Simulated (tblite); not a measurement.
# CH2Cl2O: the cost of one run

Computed with tblite 0.8.0 and PySCF 2.14.0; each step states its level. No surroundings beyond the atoms listed, unless a continuum is named. Atoms count from 0, parts from 1.

## 1. The system as given

6 atoms, charge 0, multiplicity 1; geometry: rigid parts in contact. Parts: 1 = atoms 0–1, `ClCl`, charge 0; 2 = atoms 2–5, `C=O`, charge 0.

## 2. Docking the parts with GFN2-xTB

Job settings and geometry (Å):

```
{"job": {"kind": "dock", "xc": "GFN2-xTB", "basis": "xTB"}, "charge": 0, "multiplicity": 1, "parts": [{"atoms": "0-1", "charge": 0, "multiplicity": 1}, {"atoms": "2-5", "charge": 0, "multiplicity": 1}]}
Cl     1.008535     0.000757     0.003691
Cl    -1.008535    -0.000757    -0.003691
C     -4.757649    -1.166573     0.389385
O     -3.697652    -0.731020     0.061086
H     -5.022266    -1.365916     1.441591
H     -5.556161    -1.403488    -0.333795
```

Level: GFN2-xTB search for minima from random contacts, gas phase.

Started as:

```bash
$ OMP_NUM_THREADS=1 python cluster_run.py task.json out
```

This one command runs all jobs of the session in turn.

**Question.** How long does this first job take on 1 thread of Arm Neoverse N1, shared host?

About 8.6 s.
